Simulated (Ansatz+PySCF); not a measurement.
doublet C2H2F: levels of theory in one basis

```xyz
5

F     0.0000   -0.1015   -1.8370
C     0.0000    0.4978   -0.6673
C     0.0000    0.0100    0.4976
H     0.0000    0.6613    1.3597
H     0.0000   -1.0676    0.6470
```

Basis set: cc-pVTZ (spherical functions). Frozen core: 3 orbitals. Correlation on ROHF uses semicanonical orbitals with singles. Charge 0, multiplicity 2.

Computed with Ansatz (development build ahead of 0.2.0) and PySCF 2.14.0; each method stands on the lowest determinant of its kind that the runs found.

| method | E − E(ROHF) (eV) | <S²> of the determinant |
| --- | --- | --- |
| ROHF | 0.00 | 0.75 |
| UHF | -0.17 | 0.86 |
| UHF-MP2 | -14.59 | 0.86 |
| ROHF-CCSD(T) | -15.83 | – |

(1) What does ROHF-MP2 give on the same scale?

Results:

(1) -14.72 eV.

Caution for UHF, UHF-MP2: the unrestricted determinant is spin contaminated.
